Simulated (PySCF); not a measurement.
Family: cyclo[n]carbon rings. Isolated molecules, 0 K electronic values unless said otherwise. Each species was relaxed from one start; no search for lower structures was made at this level. Strings in code marks are SMILES. All members: neutral, multiplicity 1. Level: PBE0-D3(BJ)/def2-SVP // CAM-B3LYP-D3(BJ)/def2-SVP (PySCF). Delta-SCF ions had no search for a lower state.  The removal energy is E(N − 1 electrons) − E(N electrons) at the parent's geometry; ε(HOMO) is measured against the vacuum level.

| species | −ε(HOMO) (eV) | vertical ionisation energy (Delta-SCF) (eV) |
|---|---|---|
| cyclo[16]carbon `C1#CC#CC#CC#CC#CC#CC#CC#C1` | 6.48 | 7.92 |
| cyclo[20]carbon `C1#CC#CC#CC#CC#CC#CC#CC#CC#CC#C1` | 6.50 | 7.75 |
| cyclo[12]carbon `C1#CC#CC#CC#CC#CC#C1` | 6.61 | withheld |
| cyclo[30]carbon `c1c#cc#cc#cc#cc#cc#cc#cc#cc#cc#cc#cc#cc#cc#cc#1` | 6.79 | 7.74 |
| cyclo[26]carbon `c1c#cc#cc#cc#cc#cc#cc#cc#cc#cc#cc#cc#cc#1` | 6.84 | 7.87 |
| cyclo[22]carbon `c1c#cc#cc#cc#cc#cc#cc#cc#cc#cc#cc#1` | 6.90 | 8.05 |
| cyclo[14]carbon `c1c#cc#cc#cc#cc#cc#cc#1` | 7.20 | 8.67 |
| cyclo[10]carbon `c1c#cc#cc#cc#cc#1` | 7.85 | 9.54 |

Fit vertical ionisation energy (Delta-SCF) = a + b·x to the 7 complete rows by least squares, with x = −ε(HOMO) in eV. Give a, b and the rms residual, and predict the withheld value.

Means of the 7 rows: x̄ = 6.9371, ȳ = 8.22 eV. Σ(x − x̄)² = 1.3349 and Σ(x − x̄)(y − ȳ) = 1.7768, so b = 1.331 and a = ȳ − b·x̄ = -1.013 eV. The rms residual is 0.197 eV. At x = 6.61 the line gives 7.78 eV. The run for cyclo[12]carbon `C1#CC#CC#CC#CC#CC#C1` gave 8.33 eV, so the line is off by 0.55 eV, more than twice the rms residual.

Codes: PySCF.
